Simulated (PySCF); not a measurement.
# C₅H₉Cl: excited states, first hyperpolarisability

Aim: compute the excited states, first hyperpolarisability of C₅H₉Cl (`ClC1CCCC1`).

Computed with PySCF 2.14.0 and routines of our own; the level stands in each step. Atoms count from 0.

## (1) The system as given

15 atoms, charge 0, multiplicity 1; geometry from: GFN2-xTB.

## (2) Relaxing the molecule at PBE0-D3(BJ)/def2-SVP

What the job is given:

```
{"job": {"xc": "PBE0", "basis": "def2-SVP", "d3": "d3bj", "grid": 2, "kind": "geom"}, "charge": 0, "multiplicity": 1}
Cl     0.932253    -1.384980     1.844018
C      0.808340    -0.954430     0.106558
C      1.177677     0.513646    -0.104983
C     -0.149468     1.296612    -0.076150
C     -1.246812     0.254058     0.171581
C     -0.643127    -1.051725    -0.338454
H      1.474855    -1.646003    -0.409764
H      1.667077     0.620469    -1.074103
H      1.873238     0.857527     0.658370
H     -0.148161     2.058154     0.701343
H     -0.310417     1.795851    -1.031548
H     -2.178107     0.505085    -0.332744
H     -1.446279     0.165098     1.239568
H     -1.142666    -1.935628     0.053932
H     -0.672818    -1.085745    -1.429537
```

Launch:

```sh
> OMP_NUM_THREADS=1 python excited_run.py task.json out
```

This one command runs all jobs of the session in turn.

Log:

```text
step   0  E = -655.49677754  max force = 0.007903
step   1  E = -655.49789340  max force = 0.002199
step   2  E = -655.49792975  max force = 0.000737
step   3  E = -655.49793827  max force = 0.000318
optimisation converged
```

It took 24 s on 1 thread of Arm Neoverse V2, shared host; peak memory 0.68 GiB.

Step by step:

```csv
step,energy from step 0 (eV),largest force component (eV/Å)
0,0.0000,0.4064
1,-0.0304,0.1131
2,-0.0314,0.0379
3,-0.0316,0.0164
```

Close pairs (by a distance rule), those that changed most:

```csv
bond,before (Å),after (Å),change (Å)
Cl0–C1,1.794,1.811,+0.017
C5–H14,1.092,1.105,+0.013
C4–H11,1.088,1.100,+0.011
C2–H7,1.091,1.102,+0.011
C3–H9,1.088,1.099,+0.011
C3–H10,1.090,1.101,+0.011
C5–H13,1.088,1.099,+0.011
C4–H12,1.090,1.101,+0.011
```

The next job starts from the end point, and lists it.

```csv
at the end point,value
point group (found at 0.08 Å tolerance),C1
"rotational constants (GHz, main isotopes)","4.743, 2.239, 2.004"
dipole moment (D),2.01
```

## (3) Excited states: TDA wB97X-D/def2-TZVPD

What the job is given:

```
{"job": {"kind": "states", "xc": "wB97X-D", "basis": "def2-TZVPD", "tda": true, "soc": true, "nstates": 6, "ntriplets": 5, "nquad": 4}, "charge": 0, "multiplicity": 1}
Cl     1.625488    -1.924312     2.450511
C      1.530552    -1.543290     0.682240
C      1.897305    -0.080110     0.434345
C      0.566560     0.706086     0.493142
C     -0.534374    -0.345612     0.715446
C      0.086457    -1.647615     0.216109
H      2.210290    -2.257675     0.200630
H      2.356349    -0.000839    -0.564243
H      2.646681     0.268591     1.157391
H      0.569429     1.468095     1.285405
H      0.402917     1.241829    -0.454456
H     -1.478274    -0.096378     0.209335
H     -0.753170    -0.446367     1.789354
H     -0.414251    -2.558507     0.572992
H      0.090601    -1.675024    -0.888308
```

Method: TDA wB97X-D/def2-TZVPD excited states, vertical, gas phase, spin-orbit mean-field couplings.

Log:

```text
coarse grid: 12640 points
cycle   1  E = -656.1487131704  dE =  8.131e-01  |g| = 3.319e-01  |ddm| = 5.243e+00
cycle   2  E = -656.1636635913  dE = -1.495e-02  |g| = 2.870e-01  |ddm| = 2.040e+00
cycle   3  E = -656.1816268835  dE = -1.796e-02  |g| = 3.509e-02  |ddm| = 7.409e-01
cycle   4  E = -656.1819331555  dE = -3.063e-04  |g| = 1.802e-02  |ddm| = 1.833e-01
cycle   5  E = -656.1820137832  dE = -8.063e-05  |g| = 4.282e-03  |ddm| = 9.383e-02
cycle   6  E = -656.1820197458  dE = -5.963e-06  |g| = 1.388e-03  |ddm| = 1.850e-02
final grid: 116136 points
cycle   7  E = -656.1745297181  dE = -2.356e-04  |g| = 6.475e-03  |ddm| = 8.527e-01
cycle   8  E = -656.1745328584  dE = -3.140e-06  |g| = 5.816e-03  |ddm| = 8.727e-02
cycle   9  E = -656.1745404890  dE = -7.631e-06  |g| = 6.428e-04  |ddm| = 1.725e-02
cycle  10  E = -656.1745405971  dE = -1.080e-07  |g| = 3.350e-04  |ddm| = 7.325e-03
cycle  11  E = -656.1745406237  dE = -2.664e-08  |g| = 5.043e-05  |ddm| = 1.287e-03
cycle  12  E = -656.1745406246  dE = -9.386e-10  |g| = 2.041e-05  |ddm| = 4.073e-04
converged SCF energy = -656.1745406246

Singlet excitations
state   eV       nm        f     d(h-e)  d(exc)  Lambda  PR(NTO)  |dmu|/D   mu/D   main configurations
  1   7.2266   171.6   0.00112   0.144   2.502   0.382   1.019    0.492    2.726   H->L+4 0.32, H->L+1 0.28
  2   7.2762   170.4   0.00076   0.171   2.481   0.362   1.020    0.499    2.707   H-1->L+4 0.32, H-1->L+1 0.30, H-1->L+9 0.08
  3   7.8643   157.7   0.03468   0.608   3.733   0.310   1.065    3.037    4.341   H->L 0.80
  4   7.9577   155.8   0.03482   0.661   3.668   0.280   1.024    3.791    5.254   H-1->L 0.76, H-1->L+4 0.12
  5   8.4007   147.6   0.01066   0.525   3.879   0.334   1.093                     H->L+1 0.48, H->L+4 0.18, H->L+2 0.17
  6   8.4963   145.9   0.03031   0.577   3.819   0.302   1.277                     H-1->L+1 0.41, H-1->L+2 0.23, H-1->L+4 0.12

Triplet excitations (Tamm-Dancoff)
state   eV     d(h-e)  d(exc)  Lambda  PR(NTO)   main configurations
  1   6.5363   0.282   2.341   0.389   1.007   H->L+4 0.39, H->L+1 0.28, H->L+9 0.13
  2   6.5926   0.322   2.306   0.363   1.006   H-1->L+4 0.40, H-1->L+1 0.29, H-1->L+9 0.13
  3   7.7869   0.658   3.700   0.307   1.093   H->L 0.79
  4   7.8731   0.724   3.645   0.278   1.042   H-1->L 0.74, H-1->L+4 0.10
  5   8.2192   0.296   2.572   0.439   1.084   H-3->L+4 0.36, H-3->L+1 0.19, H-3->L+9 0.10
S1 - T1 = 0.6903 eV

Spin-orbit couplings |<S|Hso|T>| (cm-1)
             T1       T2       T3       T4       T5
S0      213.501  214.244   28.193   30.676    8.568
S1      136.697  216.917    2.576    6.771  193.523
S2      217.966  136.249    5.798    2.399  194.426
S3        2.059    0.443   15.821  235.336    4.346
S4        2.877    4.997  234.110   15.922   10.807
S5       13.265    7.336    3.161   19.770   14.542
S6       11.742   21.790   12.704   11.798   33.382
T1 sublevels (cm-1): 0.000 6.716 110.025   radiative rates (1/s): 6.47 4.08e+03 2.77e+03
```

Wall time 54 s (1 thread of Arm Neoverse V2, shared host); peak memory 1.1 GiB.

In short:

```csv
quantity,value
S1 less T1,0.69 eV
```

## (4) Excited states: TDDFT CAM-B3LYP/def2-TZVPD

The job, as its differences from that of step 3:

```diff
@@ -1,2 +1,2 @@
-{"job": {"kind": "states", "xc": "wB97X-D", "basis": "def2-TZVPD", "tda": true, "soc": true, "nstates": 6, "ntriplets": 5, "nquad": 4}, "charge": 0, "multiplicity": 1}
+{"job": {"kind": "states", "xc": "CAM-B3LYP", "basis": "def2-TZVPD", "tpa": true, "nstates": 8, "nquad": 6, "ntriplets": 0}, "charge": 0, "multiplicity": 1}
 Cl     1.625488    -1.924312     2.450511
```

Method: TDDFT CAM-B3LYP/def2-TZVPD excited states, vertical, gas phase, two-photon moments by quadratic response.

Log:

```text
coarse grid: 12640 points
cycle   1  E = -656.1104675377  dE =  7.470e-01  |g| = 3.493e-01  |ddm| = 4.281e+00
cycle   2  E = -656.1215822893  dE = -1.111e-02  |g| = 3.261e-01  |ddm| = 1.718e+00
cycle   3  E = -656.1451024775  dE = -2.352e-02  |g| = 3.807e-02  |ddm| = 5.700e-01
cycle   4  E = -656.1453946773  dE = -2.922e-04  |g| = 2.020e-02  |ddm| = 1.340e-01
cycle   5  E = -656.1454906570  dE = -9.598e-05  |g| = 5.206e-03  |ddm| = 6.339e-02
cycle   6  E = -656.1454975566  dE = -6.900e-06  |g| = 1.674e-03  |ddm| = 1.574e-02
final grid: 116136 points
cycle   7  E = -656.1374785602  dE = -4.781e-05  |g| = 5.902e-03  |ddm| = 3.332e-01
cycle   8  E = -656.1374769419  dE =  1.618e-06  |g| = 6.384e-03  |ddm| = 2.933e-02
cycle   9  E = -656.1374863946  dE = -9.453e-06  |g| = 4.426e-04  |ddm| = 1.367e-02
cycle  10  E = -656.1374864309  dE = -3.635e-08  |g| = 2.379e-04  |ddm| = 1.649e-03
cycle  11  E = -656.1374864439  dE = -1.296e-08  |g| = 4.489e-05  |ddm| = 5.286e-04
cycle  12  E = -656.1374864444  dE = -5.152e-10  |g| = 9.295e-06  |ddm| = 1.336e-04
converged SCF energy = -656.1374864444

Singlet excitations
state   eV       nm        f     d(h-e)  d(exc)  Lambda  PR(NTO)  |dmu|/D   mu/D   delta(TPA)   sigma/GM   main configurations
  1   7.1143   174.3   0.00140   0.116   2.542   0.385   1.025    0.538    2.765        5.12      0.095   H->L+4 0.38, H->L+1 0.24, H->L+2 0.10
  2   7.1591   173.2   0.00111   0.154   2.508   0.359   1.024    0.472    2.674        3.87      0.073   H-1->L+4 0.38, H-1->L+1 0.26, H-1->L+2 0.11
  3   7.6574   161.9   0.02614   0.912   3.838   0.301   1.059    3.108    3.146       13.26      0.285   H->L 0.84
  4   7.7646   159.7   0.02589   0.881   3.760   0.266   1.022    3.363    3.906       21.81      0.482   H-1->L 0.78, H-1->L+2 0.08
  5   8.2113   151.0   0.01166   0.746   3.893   0.347   1.060    2.581    3.720       27.37      0.676   H->L+1 0.61, H->L+4 0.23
  6   8.3119   149.2   0.02630   0.734   3.816   0.322   1.654    2.065    2.756       15.54      0.393   H-1->L+1 0.47, H-1->L+4 0.14, H-2->L 0.09
  7   8.3507   148.5   0.00992   0.688   3.774   0.321   2.459                                            H->L+2 0.31, H-2->L 0.28, H-1->L+1 0.14
  8   8.5882   144.4   0.00305   0.346   4.022   0.249   1.244                                            H->L+3 0.77
```

It took 77 s on 1 thread of Arm Neoverse V2, shared host; peak memory 1.2 GiB.

## (5) First hyperpolarisability: quadratic response CAM-B3LYP/def2-TZVPD

The job, as its differences from that of step 4:

```diff
@@ -1,2 +1,2 @@
-{"job": {"kind": "states", "xc": "CAM-B3LYP", "basis": "def2-TZVPD", "tpa": true, "nstates": 8, "nquad": 6, "ntriplets": 0}, "charge": 0, "multiplicity": 1}
+{"job": {"kind": "beta", "xc": "CAM-B3LYP", "basis": "def2-TZVPD"}, "charge": 0, "multiplicity": 1}
 Cl     1.625488    -1.924312     2.450511
```

With the program's defaults for keys left out, this is: quadratic response CAM-B3LYP/def2-TZVPD first hyperpolarisability, Taylor convention, gas phase.

Log:

```text
coarse grid: 12640 points
cycle   1  E = -656.1104675377  dE =  7.470e-01  |g| = 3.493e-01  |ddm| = 4.281e+00
cycle   2  E = -656.1215822893  dE = -1.111e-02  |g| = 3.261e-01  |ddm| = 1.718e+00
cycle   3  E = -656.1451024775  dE = -2.352e-02  |g| = 3.807e-02  |ddm| = 5.700e-01
cycle   4  E = -656.1453946773  dE = -2.922e-04  |g| = 2.020e-02  |ddm| = 1.340e-01
cycle   5  E = -656.1454906570  dE = -9.598e-05  |g| = 5.206e-03  |ddm| = 6.339e-02
cycle   6  E = -656.1454975566  dE = -6.900e-06  |g| = 1.674e-03  |ddm| = 1.574e-02
final grid: 116136 points
cycle   7  E = -656.1374785602  dE = -4.781e-05  |g| = 5.902e-03  |ddm| = 3.332e-01
cycle   8  E = -656.1374769419  dE =  1.618e-06  |g| = 6.384e-03  |ddm| = 2.933e-02
cycle   9  E = -656.1374863946  dE = -9.453e-06  |g| = 4.426e-04  |ddm| = 1.367e-02
cycle  10  E = -656.1374864309  dE = -3.635e-08  |g| = 2.379e-04  |ddm| = 1.649e-03
cycle  11  E = -656.1374864439  dE = -1.296e-08  |g| = 4.489e-05  |ddm| = 5.286e-04
cycle  12  E = -656.1374864444  dE = -5.152e-10  |g| = 9.295e-06  |ddm| = 1.336e-04
converged SCF energy = -656.1374864444

Lowest singlets (eV, f): 7.1143 0.0014  7.1591 0.0011  7.6574 0.0261

First hyperpolarisability (au)
process     nm      |vector|   parallel      HRS      DR
static         -       34.48      19.02      17.51   3.085
shg       1907.0       36.15      19.93      18.24   3.117
eope      1907.0       35.03      19.32          -       -
shg       1064.0       40.23      22.17      20.02    3.19
eope      1064.0       36.27       20.0          -       -
```

It took 67 s on 1 thread of Arm Neoverse V2, shared host; peak memory 1.2 GiB.

## (6) Summary of results

| quantity | value |
| --- | --- |
| point group | C1 |
| rotational constants (main isotopes) | 4.74, 2.24, 2.00 GHz |
| S1 less T1 (step 3, TDA wB97X-D/def2-TZVPD) | 0.69 eV |
| β vector (step 5, quadratic response CAM-B3LYP/def2-TZVPD) | static 34, SHG 1907.0 nm 36, SHG 1064.0 nm 40 au |

Over 3 steps the energy fell by 0.032 eV; of the close pairs, Cl0–C1 changed most, 1.794 to 1.811 Å. In step 3, the number of triplets below S1 is 2, and the largest singlet-triplet spin-orbit coupling is S3–T4, 235.34 cm⁻¹. β grows from 34 au (static) to 40 au for doubling at 1064.0 nm: normal dispersion, which grows as twice the photon energy moves toward the bright states.
